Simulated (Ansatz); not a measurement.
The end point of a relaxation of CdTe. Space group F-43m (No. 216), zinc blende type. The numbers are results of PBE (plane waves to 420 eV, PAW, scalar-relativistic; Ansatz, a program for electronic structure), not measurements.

Space group F-43m (No. 216); a = b = c = 6.6191 Å, α = β = γ = 90.00°

| atom | site | symmetry | x | y | z |
|---|---|---|---|---|---|
| Te | 4c | -43m | 0.2500 | 0.2500 | 0.2500 |
| Cd | 4a | -43m | 0.0000 | 0.0000 | 0.0000 |
(The calculation used a cell of 2 atoms; values per cell refer to that cell.)

```yaml
volume_per_atom: 36.25 Å³
band_gap: 0.58 eV, direct at Γ (no spin-orbit coupling)
shortest_distances: Cd–Te 2.87 Å
k-mesh: 9×9×9
```

Band energies at high-symmetry points (eV from the VBM; labels of this space group; no spin-orbit coupling), from −5 eV up to 4.4 eV:

```json
[
 {"point": "Γ", "energies": "0.00 0.00 0.00 0.58"},
 {"point": "X", "energies": "-4.00 -1.65 -1.65 2.68 2.75"},
 {"point": "U", "energies": "-3.91 -2.27 -1.37 2.93"},
 {"point": "K", "energies": "-3.91 -2.27 -1.37 2.93"},
 {"point": "L", "energies": "-4.07 -0.68 -0.68 1.76"},
 {"point": "W", "energies": "-3.89 -2.08 -1.94 4.03"}
]
```

No spin polarisation in the result. Without spin-orbit coupling the bands of the heavy element are not split, so the gap can be far off.

Measured for CdTe: a 6.48 Å (room temperature; as listed in M J Lucero, T M Henderson, G E Scuseria, Journal of Physics Condensed Matter (2012)); gap 1.6 eV (0 K or low temperature; as listed in arXiv:1206.3780). Computed minus measured — a: PBE +2.1 %; gap: PBE -1.02 eV. The computed values are for a static lattice, and a measured gap can be an optical one, lowered by exciton binding.

The run could not lose the symmetry of its start; a randomly shaken copy of 2 atoms returns to this structure.

All atoms sit on sites fixed by symmetry, so only the cell could relax.
